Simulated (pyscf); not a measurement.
## Routes from F–SiH₂–O–SiH₃ + hydrogen chloride (HCl)

Candidate steps break at most two bonds and form at most two. Each was searched with GFN2-xTB (tblite) first. Single points on ωB97X-D3(BJ)/def2-SVP structures (PySCF, gas phase). Energies: ωB97M-D3(BJ)/def2-TZVP, kcal/mol, from the separated reactants, singlet surface; ΔG‡ with ideal gas, 1 atm, RRHO with modes under 100 cm⁻¹ raised to 100, one conformer, R ln 2 for chiral ones without a mode under 150 cm⁻¹.

| products | type | ΔE‡ | ΔE | ΔG‡ 298 K | ΔG‡ 900 K | ν‡ (cm⁻¹) |
|---|---|---|---|---|---|---|
| F–SiH(Cl)–O–SiH₃ + H₂ | four-centre exchange | 29.6 | -22.1 | 40.5 | 62.9 | 839i |
| F–SiH₂–O–SiH₂–Cl + H₂ | four-centre exchange | 32.6 | -21.5 | 43.5 | 66.1 | 900i |

Row 2: On the reactant side the descent ends in a complex (not fully relaxed), 4.4 kcal/mol under the separated species and 35.7 kcal/mol under the saddle at ωB97X-D3(BJ)/def2-TZVP. 

Plain bond fissions and candidates not yet searched are not listed, and one of them may be faster. Each barrier is that of the saddle found; lower ones may exist.
